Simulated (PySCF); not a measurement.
This PySCF input asks for the NMR shieldings of `[NH3+][AlH3-]`, AlH6N; the geometry comes from PBE0-D3(BJ)/def2-SVP.

```python
import basis_set_exchange as bse
import numpy as np
from pyscf import gto, dft
from pyscf.prop import nmr

atoms = """
N    -0.983570   -0.115233    0.017069
Al    1.075788    0.137225   -0.029368
H    -1.434742    0.506376    0.689737
H    -1.227188   -1.072706    0.275237
H    -1.400921    0.068273   -0.896627
H     1.144626    1.658766   -0.541028
H     1.439903   -1.021259   -1.082682
H     1.404223   -0.142612    1.518522
"""
names = dict.fromkeys(["N", "Al", "H"], "pcSseg-2")
basis = {el: gto.basis.parse(bse.get_basis(n, elements=[el], fmt="nwchem")) for el, n in names.items()}
mol = gto.M(atom=atoms, basis=basis, charge=0, verbose=0)
mf = dft.RKS(mol, xc="PBE")
mf.grids.level = 2
mf.grids.alignment = dft.numint.BLKSIZE   # the property module wants whole blocks of grid points
mf.conv_tol = 1e-9
mf.kernel()

calc = nmr.RKS(mf)   # GIAO
sigma = calc.kernel()   # uncoupled for a functional without exact exchange
for i, s in enumerate(sigma):   # ppm
    w = np.linalg.eigvalsh((s + s.T) / 2)
    print("%2d %-2s iso %8.1f  s11 %8.1f  s22 %8.1f  s33 %8.1f" % (i, mol.atom_pure_symbol(i), w.mean(), *w))
```

Question: Give the expected output.

Answer: 
```
 0 N  iso    232.0  s11    218.8  s22    238.6  s33    238.6
 1 Al iso    408.4  s11    401.5  s22    402.6  s33    421.1
 2 H  iso     29.5  s11     24.1  s22     25.3  s33     39.0
 3 H  iso     29.4  s11     24.0  s22     25.4  s33     38.9
 4 H  iso     29.4  s11     24.1  s22     25.3  s33     38.9
 5 H  iso     27.0  s11     24.4  s22     25.9  s33     30.6
 6 H  iso     27.0  s11     24.4  s22     25.9  s33     30.6
 7 H  iso     27.0  s11     24.5  s22     25.9  s33     30.6
```

These numbers come from an equivalent density-fitted implementation of the same equations, which agrees with the script to about 0.01 ppm for H and up to a few tenths of a ppm for heavy atoms, so last digits may differ.

Question: Turn these shieldings into chemical shifts. Scale: 15N (σ = 261.04 ppm) vs NH3; 27Al (σ = 478.43 ppm) vs AlH4-; 1H (σ = 31.18 ppm) against TMS (reference shieldings calculated alike).

Answer: Averaging equivalent atoms: N 0: 29.0; Al 1: 70.0; H 5/6/7: 4.21; H 2/3/4: 1.73 ppm. Experimental scales use liquid or dissolved standards, which lie at an offset from isolated NH3 (liquid NH3: subtract about 20 ppm).

Size and cost of the density-fitted run: 163 basis functions, 14 s wall time on 1 thread of an x86-64 server CPU, shared host.
